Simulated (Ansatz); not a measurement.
[Cl···H···Cl], doublet: transfer scan

Starting geometry:

```xyz
3

Cl    0.0000    0.0000   -1.5376
H     0.0000    0.0000   -0.2588
Cl    0.0000    0.0000    1.7964
```

From there H2 is moved from one fragment to the other while all else, the fragments' distance too, stays fixed, so the hump isn't the reaction's barrier; atoms are numbered as listed. Energies are in kJ/mol, counted from the starting geometry at the same level.

Basis cc-pVTZ; Ansatz 0.2.0. Correlated methods freeze the noble-gas cores. R marks a restricted (for open shells ROHF) determinant, U an unrestricted one.

Coupled cluster chose its determinant by trial CCSD, here up to 0.19 eV above the lowest Hartree–Fock solution of its kind, and MP2 stands on that determinant too. The reference follows the lowest state, whose symmetry changes from Π to Σ⁺ or Δ between 1.380 and 1.581, from Σ⁺ or Δ to Π between 1.783 and 1.984.

Full CI isn't at hand for all of this; UCCSDT(Q) serves as the reference, and is uncertain by about the last step of the cluster series. The frozen core follows each run's orbitals, which can shift R against U totals by a few meV.

```csv
distance Cl1-H2 (Å),UCCSDT(Q),error RMP2,error UMP2,error RCCSD,error UCCSD,error UCCSD(T),error UCCSDT
1.279,0.0,0.0,0.0,0.0,0.0,0.0,0.0
1.380,14.7,0.5,0.5,1.4,1.4,0.2,0.1
1.581,70.5,13.5,19.3,8.6,7.6,1.7,0.7
1.783,64.6,11.9,16.1,7.4,6.8,1.5,0.7
1.984,8.1,0.3,0.3,1.0,1.0,0.1,0.1
```

Errors are those of relative energies. In total energy the starting point itself misses UCCSDT(Q) by: RMP2 146.8, UMP2 149.4, RCCSD 41.6, UCCSD 41.1, UCCSD(T) 4.3, UCCSDT 1.4 kJ/mol.

Spread of the error over the points with a reference, to 1.984 Å (largest less smallest): UCCSDT 0.7, UCCSD(T) 1.7, UCCSD 7.6, RCCSD 8.6, RMP2 13.5, UMP2 19.3 kJ/mol.
